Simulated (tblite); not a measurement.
**Question.** Give a GFN2-xTB geometry of `C[C@@H]1C[P+]1(C)C`. (Charge +1.)

**Answer.** 
Z-matrix in Å and degrees, rows numbered from 1:
```
C 
C   1  1.5046
C   2  1.5446  1  119.36
P   3  1.7980  2   65.31  1  -113.77
C   4  1.8121  2  119.36  3   101.34
C   4  1.8124  2  121.06  3  -101.30
H   1  1.0888  2  108.96  3   -79.89
H   1  1.0873  2  111.91  3    39.46
H   1  1.0874  2  111.10  3   161.39
H   2  1.0866  1  113.64  3   140.97
H   3  1.0823  2  117.54  4  -111.29
H   3  1.0828  2  116.17  4   110.23
H   5  1.0907  4  109.38  2  -141.18
H   5  1.0900  4  109.84  2    98.85
H   5  1.0892  4  109.20  2   -21.18
H   6  1.0906  4  109.10  2   146.23
H   6  1.0886  4  109.59  2    26.27
H   6  1.0903  4  109.70  2   -94.07
```

P4 (phosphonium phosphorus) has angles from 50.6° to 121.1°. The C–C distances run from 1.505 Å (C1–C2, drawn single) to 1.545 Å (C2–C3, drawn single), a spread of 0.040 Å. Of the pairs four or more bonds apart, H8···H17 is among the closest relative to their van der Waals radii: 2.49 Å, 104 % of the sum of Bondi's values. The 3-membered ring C2–C3–P4 has internal angles of 50.6° to 65.3°.

The geometry is computed with GFN2-xTB (gas phase).

Point group: C1 (no symmetry element, even within 0.4 Å). Its GFN2-xTB frequencies are all real (lowest 106 cm⁻¹).
